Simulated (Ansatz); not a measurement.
# CH₂N radical (SMILES C=[N]): functionals against CCSD(T) at one geometry

How do the functionals fare away from a minimum? The structure is a structure displaced at random from a GFN2-xTB minimum.

Program: Ansatz 0.2.0, Gaussian basis. Level of theory: single points in def2-TZVPP. These are calculated values, not measurements.

Correlated methods freeze the cores. Orbitals are unrestricted.

### 1 The starting structure

SMILES `C=[N]`, 4 atoms, charge 0, spin multiplicity 2.

Atoms are counted from 1 here; the program's logs count them from 0.

Bond lengths: C1–N2 1.198 Å, C1–H3 1.063 Å, C1–H4 1.063 Å. Angles: N2–C1–H3 124.2°, N2–C1–H4 121.7°, H3–C1–H4 114.1°.

Coordinates:

```xyz
4
CH2N
C    -0.0132   -0.0066   -0.0002
N     0.7229    0.5532    0.7612
H    -0.8365    0.4583   -0.4860
H     0.1136   -1.0326   -0.2478
```

### 2 CCSD(T)/def2-TZVPP

run/in.yaml reads:

```yaml
crystal:
  periodic: [false, false, false]
  atoms:
    - {symbol: C, position_ang: [-0.013200, -0.006600, -0.000200]}
    - {symbol: N, position_ang: [0.722900, 0.553200, 0.761200]}
    - {symbol: H, position_ang: [-0.836500, 0.458300, -0.486000]}
    - {symbol: H, position_ang: [0.113600, -1.032600, -0.247800]}
basis:
  gaussian: {orbitals: def2-TZVPP}
magnetization: {spin_polarized: true, initial_magnetization: 1}
correlation: {method: ccsd_t}
scf: {omitted_lower_state_checks: [cluster_reference]}
output: {forces: true}
```

The command line of these runs was not kept.

### 3 PBE0-D4/def2-TZVPP

run/in.yaml: that of step 2 with these lines changed.

```diff
@@ -10,4 +10,3 @@
 magnetization: {spin_polarized: true, initial_magnetization: 1}
-correlation: {method: ccsd_t}
-scf: {omitted_lower_state_checks: [cluster_reference]}
-output: {forces: true}
+hamiltonian: {xc: pbe0, dispersion: d4}
+output: {forces: true, orbitals: {seedname: orbitals}}
```

### 4 wB97M-V/def2-TZVPP

run/in.yaml: that of step 3 with these lines changed.

```diff
@@ -10,3 +10,3 @@
 magnetization: {spin_polarized: true, initial_magnetization: 1}
-hamiltonian: {xc: pbe0, dispersion: d4}
-output: {forces: true, orbitals: {seedname: orbitals}}
+hamiltonian: {xc: {name: wB97M-V}}
+output: {forces: true}
```

### 5 r2SCAN-D4/def2-TZVPP

run/in.yaml: that of step 4 with these lines changed.

```diff
@@ -10,3 +10,3 @@
 magnetization: {spin_polarized: true, initial_magnetization: 1}
-hamiltonian: {xc: {name: wB97M-V}}
+hamiltonian: {xc: r2scan, dispersion: d4}
 output: {forces: true}
```

### 6 PBE-D4/def2-TZVPP

run/in.yaml: that of step 5 with these lines changed.

```diff
@@ -10,3 +10,3 @@
 magnetization: {spin_polarized: true, initial_magnetization: 1}
-hamiltonian: {xc: r2scan, dispersion: d4}
+hamiltonian: {xc: pbe, dispersion: d4}
 output: {forces: true}
```

### 7 r2SCANh-D4/def2-TZVPP

run/in.yaml: that of step 6 with these lines changed.

```diff
@@ -10,3 +10,3 @@
 magnetization: {spin_polarized: true, initial_magnetization: 1}
-hamiltonian: {xc: pbe, dispersion: d4}
+hamiltonian: {xc: {name: r2SCANh}, dispersion: d4}
 output: {forces: true}
```

### 8 B97M-V/def2-TZVPP

run/in.yaml: that of step 7 with these lines changed.

```diff
@@ -10,3 +10,3 @@
 magnetization: {spin_polarized: true, initial_magnetization: 1}
-hamiltonian: {xc: {name: r2SCANh}, dispersion: d4}
+hamiltonian: {xc: {name: B97M-V}}
 output: {forces: true}
```

(Steps that only read results are left out.)

What does the calculation give? Wanted: energy less free atoms, CCSD(T)/def2-TZVPP; RMS force component; RMS force error; HOMO and LUMO, PBE0-D4; T1 diagnostic.

As calculated:

| quantity | value |
| --- | --- |
| energy less free atoms, CCSD(T)/def2-TZVPP | -1373.4 kJ/mol |
| RMS force component | 1.212 to 1.663 eV/Å over the methods |
| RMS force error | PBE0-D4 0.431, wB97M-V 0.443, r2SCAN-D4 0.384, PBE-D4 0.332, r2SCANh-D4 0.429, B97M-V 0.473 eV/Å |
| HOMO and LUMO, PBE0-D4 | -7.64 and -2.26 eV |
| T1 diagnostic | 0.034 |

Against CCSD(T) the functionals' energies less atoms differ by -117.6 to -46.4 kJ/mol, PBE-D4 by -117.6 kJ/mol. A larger basis would deepen the CCSD(T) value, while the functionals are nearly converged already, so the order here is not reliable. For forces PBE-D4 does best and B97M-V worst. Frozen-core CCSD(T) forces in triple zeta carry basis errors of their own, and this is one geometry, so small gaps rank nothing. The unrestricted reference is spin-contaminated, which hurts MP2 most.
